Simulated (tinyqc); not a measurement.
Geometry optimisation on the RHF/sto-3g surface (energies and gradients from PySCF), for H2O, spin multiplicity 1, step by step. One step of it, computed by the program tinyqc.

Question. Step 1: move. Quasi-Newton step p = -H^(-1) g (first H = 0.6 times the unit matrix); steps longer than 0.1 bohr are cut back (factor 0.356 here).

positions at the start (bohr):
```
            x          y         z
1O   0.051023   0.117163  0.013228
2H  -0.098266   1.311470  1.243440
3H   0.035905  -1.275565  1.171630
```

gradient (hartree/bohr):
```
              x            y            z
1O  -0.00883440   0.05719712   0.08200527
2H   0.01045246  -0.10339275  -0.07262870
3H  -0.00161806   0.04619563  -0.00937657
```

Give: positions after step 1.

Answer.

positions after step 1 (bohr):
```
          x        y        z
1O   0.0563   0.0832  -0.0355
2H  -0.1045   1.3729   1.2866
3H   0.0369  -1.3030   1.1772
```
